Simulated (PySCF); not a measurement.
Geometry:
```tsv
atom	x (Å)	y (Å)	z (Å)
F1	1.847	0.134	1.206
Si2	1.109	-0.069	-0.219
Si3	-1.164	0.058	0.123
H4	1.635	-1.358	-0.660
H5	1.710	0.986	-1.032
H6	-1.591	1.353	0.664
H7	-1.664	-0.969	1.042
H8	-1.873	-0.126	-1.148
```

Geometry: GFN2-xTB; GIAO shifts from PySCF, gas phase, non-relativistic, averaged over equivalent atoms.

At BLYP/pcSseg-1 (90 basis functions, 15 s wall time on 1 thread of an Intel Xeon, shared host):
```
   atoms  δ (ppm)
      F1   -282.0
     Si2      5.1
     Si3   -128.8
   H4/H5     5.86
H6/H7/H8     3.41
```

Chemical shifts δ = σref − σ; CFCl3 for ¹⁹F (σ = 138.47 ppm); ²⁹Si (σ = 318.97 ppm), ¹H (σ = 31.80 ppm) against TMS, all at this level.

Q: Predict the values at PBE0/pcSseg-1 on the same geometry.

A: 
```
   atoms  δ at PBE0/pcSseg-1  change
      F1              -262.8   +19.2
     Si2                11.2    +6.1
     Si3              -120.7    +8.1
   H4/H5                5.74   -0.12
H6/H7/H8                3.47   +0.06
```

δ = σ(ref) − σ, references computed at the same level: ¹⁹F (σref 170.95) vs CFCl3; TMS for ²⁹Si (σref 349.16), ¹H (σref 31.72).

The largest change is at F1 (fluorine bonded to Si). Cost: 90 basis functions, 14 s wall time (12 s CPU) on 1 thread of an Intel Xeon, shared host.

Unscaled 19F shifts against computed CFCl3 carry errors that often reach 10 to 50 ppm.
